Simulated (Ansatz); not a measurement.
# CHClF2 (difluorochloromethane): name the method

CHClF2: 5 atoms, total charge 0, spin state singlet. SMILES: `FC(F)Cl`. Geometry: relaxed at PBE0-D4/def2-TZVP.

```xyz
5

F     0.0389   -0.5681    1.2223
C     0.1094    0.0236    0.0283
F     0.8442   -0.7459   -0.7769
Cl   -1.5110    0.2089   -0.6408
H     0.5686    1.0078    0.1258
```

A calculation with Ansatz 0.2.0 gave:

The total energy is -698.5130 Eh and the HOMO energy is -8.17 eV. The LUMO energy is -0.85 eV and the HOMO–LUMO gap is 7.31 eV.

Problem. Which of these levels gave the numbers?
A. revPBE/6-311+G**
B. wB97X/6-311+G**
C. HF/6-311+G**
D. PBE/6-311+G**

Solution. A. The others give -696.8973 Eh (HF/6-311+G**), -698.2547 Eh (PBE/6-311+G**), -698.6184 Eh (wB97X/6-311+G**).
